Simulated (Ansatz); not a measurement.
`FC(F)=CCl` + H₂ → `F/C=C/Cl` + H–F at 298.15 K and 1 bar (hydrogenolysis of a C–F bond).

Gas-phase electronic energies from Ansatz, PBE0-D4/def2-TZVP geometries. CCSD(T)/CBS is the MP2 limit (def2-TZVPP, def2-QZVPP) plus CCSD(T) − MP2 in def2-TZVPP, frozen cores. This one scheme is used for every species.

```json
{"species": "`FC(F)=CCl`", "CCSD(T)/CBS energy (Eh)": "-736.01906", "H − E (kJ/mol)": "89.0", "S (J/(mol·K))": "302.2"}
{"species": "H₂", "CCSD(T)/CBS energy (Eh)": "-1.17544", "H − E (kJ/mol)": "35.1", "S (J/(mol·K))": "130.4"}
{"species": "`F/C=C/Cl`", "CCSD(T)/CBS energy (Eh)": "-636.83467", "H − E (kJ/mol)": "106.8", "S (J/(mol·K))": "284.4"}
{"species": "H–F", "CCSD(T)/CBS energy (Eh)": "-100.39570", "H − E (kJ/mol)": "33.5", "S (J/(mol·K))": "173.6"}
```

H − E and S are ideal-gas, rigid-rotor, harmonic terms from PBE0-D4/def2-TZVP. The MP2-based limit puts H₂ 0.8 mEh under its directly extrapolated value; such offsets cancel only in part. 1 Eh = 2625.50 kJ/mol, R = 8.31446 J/(mol·K).

Task: By hand: ΔE, ΔH, ΔS and ΔG.

Result: ΔE = (-636.83467) + (-100.39570) − (-736.01906) − (-1.17544) = -0.03587 Eh = -94.2 kJ/mol. Δ(H − E) = 106.8 + 33.5 − 89.0 − 35.1 = 16.2, so ΔH = -78.0 kJ/mol. ΔS = 284.4 + 173.6 − 302.2 − 130.4 = 25.4 J/(mol·K). ΔG = -78.0 − 298.15 × (25.4)/1000 = -85.6 kJ/mol.

Task: By hand: the equilibrium constant, and the temperature at which ΔG would vanish if ΔH and ΔS stayed fixed.

Result: log₁₀ K = −ΔG/(RT ln 10) = 15.0. ΔH and −TΔS have one sign here, so there is no such temperature.

ΔH outweighs TΔS. A doubt of 5 kJ/mol in ΔE shifts log₁₀ K by 0.9 here. These are equilibria of isolated gas molecules and say nothing of rates. Largest T1 diagnostic: 0.012 (customary marks: 0.02 for closed shells, 0.045 for open ones).
